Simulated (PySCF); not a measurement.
Saddle point of SiH6S, singlet (SiH₄S ([SiH3][SH]) + H₂ → SiH₄ + H₂S; bonds formed: Si1–H7, S2–H6; bonds broken: Si1–S2, H6–H7), PBE0-D4/def2-TZVP structure:

```xyz
8
angstrom
Si -0.6385 -0.1252 -0.4121
S 0.7246 0.4826 1.6025
H -0.7120 -0.7060 -1.7927
H -1.3951 1.1421 -0.3581
H -1.2239 -1.2261 0.4028
H 1.0311 0.6235 -0.0418
H 0.8334 0.4995 -1.0060
H 1.3806 -0.6903 1.6054
```

Energies are electronic, without zero-point energy. Barriers and step energies count from the start structure reached by relaxing down the imaginary mode; all methods use the PBE0-D4 structures, on which another method's saddle can fall below an end. Program: PySCF 2.14 with density fitting (its default auxiliary sets; JK sets also for MP2 and CCSD(T)). Basis: def2-TZVPP, with def2-QZVPP for the basis limit. Cores are frozen in the correlated methods. B3LYP uses VWN-RPA correlation. Extrapolation: Hartree–Fock as exp(−7.88 √X), correlation as X^−2.97.

| method | barrier (eV) | step energy (eV) |
| --- | --- | --- |
| SPW92 | 1.772 | 0.289 |
| PBE-D4 | 2.102 | 0.348 |
| r2SCAN-D4 | ? | 0.352 |
| PBE0-D4 | ? | 0.325 |
| B3LYP-D4 | 2.448 | 0.280 |
| BHLYP-D4 | 2.678 | 0.251 |
| wB97M-V | ? | 0.290 |
| HF | 3.215 | 0.152 |
| MP2 | 2.596 | 0.355 |
| CCSD | 2.695 | 0.227 |
| CCSD(T) | 2.594 | 0.263 |

(1) Fill in the withheld barriers. (To be estimated.)

The T1 diagnostic stays at or below 0.014.

## Answers

(1) Computed: PBE0-D4 2.297; r2SCAN-D4 2.279; wB97M-V 2.522 eV. Each is the energy of the saddle less that of the start structure, by the same method.

For comparison, the barrier by CCSD(T) at an estimated basis limit (MP2 extrapolated from triple and quadruple zeta, plus CCSD(T) − MP2 in triple zeta) is 2.563 eV.

Labels in which every atom is bracketed show which atoms are joined, not bond orders.

For scale, one of the runs: CCSD(T)/def2-TZVPP, 168 basis functions, launched by `OMP_NUM_THREADS=4 python run.py`. Hardware: 4 CPU threads of an Arm Neoverse V2, shared host. Wall time 100 s; peak host memory 1.1 GiB.
